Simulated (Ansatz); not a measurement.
A nudged elastic band was laid between two geometries of AlClH3N + H2 (8 atoms, charge 0, multiplicity 1).

Theory: RKS PBE0-D4/6-31G* in Ansatz.

```json
{
  "movable images": "5",
  "climbing image": "yes",
  "spring": "5.0 eV/Å²",
  "optimiser": "quadratic models (default)",
  "start path": "through a guess of the saddle point",
  "force threshold": "0.03 eV/Å",
  "iteration limit": "60",
  "end points": "relaxed"
}
```

Image 0:

```xyz
8
Properties=species:S:1:pos:R:3
Al 0.041 -0.314 0.271
N 0.025 -0.439 2.033
H -0.794 -0.636 2.592
H 0.846 -0.349 2.616
H 1.360 -0.022 -0.543
Cl -1.793 -0.597 -0.730
H -0.691 2.895 0.653
H -0.541 2.461 1.240
```

Image 6:

```xyz
8
Properties=species:S:1:pos:R:3
Al -0.090 0.576 -0.020
N -0.139 0.298 2.024
H -0.835 -0.419 2.231
H 0.757 -0.017 2.393
H 1.324 -0.063 -0.397
Cl -1.796 -0.665 -0.484
H -0.361 2.145 -0.138
H -0.406 1.146 2.522
```

(1) What changes between the two ends?

(2) What energy profile does the band end with?

(3) What is the geometry of the highest image?

(4) What are the harmonic wavenumbers there?

Results:

(1) Bonds broken: H7–H8. Bonds formed: Al1–H7, N2–H8. AlClH3N + H2 becomes AlClH5N.

(2) The forces met the threshold. The highest image is number 3 of 0 to 6, 0.78 eV above the first end and 1.60 eV above the last; the last end lies 0.82 eV below the first. A vibrational analysis at the climbing image gives one clearly imaginary mode, 1289i cm⁻¹: a first-order saddle point. The orbitals stay closed-shell, which can raise the energy where a bond breaks towards radicals; this wasn't checked here.

```tsv
image	path coordinate (Å)	energy (eV)	H7–H8 (Å)	Al1–H7 (Å)	N2–H8 (Å)
0	0.00	0.00	0.75	3.31	3.06
1	0.64	0.02	0.75	2.72	2.69
2	1.29	0.21	0.76	2.25	2.11
3	1.93	0.78	0.99	1.82	1.44
4	2.49	-0.24	1.63	1.65	1.05
5	3.04	-0.72	2.28	1.60	1.02
6	3.60	-0.82	2.84	1.60	1.02
```

(3) 
```xyz
8
Properties=species:S:1:pos:R:3:forces:R:3
Al -0.079 0.225 0.152 0.00 0.01 0.00
N -0.087 0.090 2.038 0.00 0.00 0.00
H -0.908 -0.249 2.529 0.00 0.00 0.00
H 0.750 -0.117 2.573 0.00 0.00 0.00
H 1.316 0.175 -0.587 0.00 0.00 0.00
Cl -1.859 -0.475 -0.751 0.00 0.00 0.00
H -0.397 1.939 0.672 0.00 0.00 0.00
H -0.281 1.412 1.505 0.00 0.00 -0.01
```

(4) 1289i, 145, 267, 471, 493, 545, 616, 652, 720, 780, 958, 1465, 1586, 1793, 1837, 1986, 3566, 3673 cm⁻¹.

Time of the run: 2.7 min on 1 thread of Arm Neoverse V1, on a shared host, peak memory 0.12 GiB.
